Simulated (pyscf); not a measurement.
Structures and frequencies: ωB97X-D3(BJ)/def2-SVP in PySCF.

### Question
Estimate by transition-state theory the rate constant of H₃C–O–SiH₃ + H₂O → H₃C–OH + HO–SiH₃ (singlet surface; O–Si, H–O broken, H–O, O–Si formed) at 1200 K, with ωB97M-D3(BJ)/def2-TZVP energies (ideal gas, 1 atm, RRHO with modes under 100 cm⁻¹ raised to 100, one conformer, R ln 2 for chiral ones without a mode under 150 cm⁻¹; no tunnelling).

### Answer
The electronic barrier is 22.0 kcal/mol and the thermal terms add +44.4, so ΔG‡ = 66.4 kcal/mol. With k_BT/h = 2.50e+13 s⁻¹ and RT = 2.385 kcal/mol, and a volume of 1.64e-19 cm³ per molecule at 1 atm, k = 3.3e-18 cm³ molecule⁻¹ s⁻¹. Wigner's tunnelling factor for 867i cm⁻¹ would be 1.05. A shift of 1 kcal/mol in the barrier changes k by a factor 1.5. On the reactant side the descent ends in a complex, 4.7 kcal/mol under the separated species and 27.1 kcal/mol under the saddle at ωB97X-D3(BJ)/def2-TZVP. On the product side the descent ends in a complex, 5.2 kcal/mol under the separated species and 26.8 kcal/mol under the saddle at ωB97X-D3(BJ)/def2-TZVP. H₃C–O–SiH₃ lies 23.7 kcal/mol over its isomer H₃C–SiH₂–OH (electronic energy, ωB97M-D3(BJ)/def2-TZVP). One saddle was located; it need not be the lowest between these sides.
